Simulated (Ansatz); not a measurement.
Ideal-gas functions of C2HNO (`N#CC=O`) at 400 K and 1 bar, from an Ansatz frequency run at PBE0-D4/def2-TZVP.

Molar mass 55.04 g/mol, point group Cs (symmetry number 1), electronic degeneracy 1, moments of inertia 7.406, 100.058, 107.464 u Å². Harmonic wavenumbers (cm⁻¹, unscaled): 231, 306, 634, 935, 1011, 1407, 1821, 2362, 3003.

Use S(trans) = R[1.5 ln M + 2.5 ln T − 1.1517]; rotational temperatures θ = 24.2544 K / I; S(rot) = R[ln(√π/σ · √(T³/θAθBθC)) + 1.5]; for each mode x = 1.438777 ν̃/T, S = R[x/(eˣ − 1) − ln(1 − e⁻ˣ)] and H = RT x/(eˣ − 1); 1 cm⁻¹ = 0.0119627 kJ/mol; R = 8.31446 J/(mol·K).

Q: By hand: the entropy, in J/(mol·K).

A: Translation 165.0. Rotation: θ = 3.275, 0.2424, 0.2257 K, giving 99.1. Vibration, mode by mode: 10.09, 7.92, 3.06, 1.30, 1.04, 0.32, 0.09, 0.02, 0.00, in all 23.8. Electronic 0.0. Sum 287.9 J/(mol·K).

Q: By hand: H − E and G − E in kJ/mol, counted from the electronic energy.

A: Zero-point energy ½ × 11710 × 0.0119627 = 70.0; thermal vibration 5.7; translation, rotation and pV give 4 RT = 13.3. H − E = 89.0 kJ/mol, and G − E = 89.0 − 400 × 287.9/1000 = -26.2 kJ/mol.

Vibration gives 8 % of the entropy.
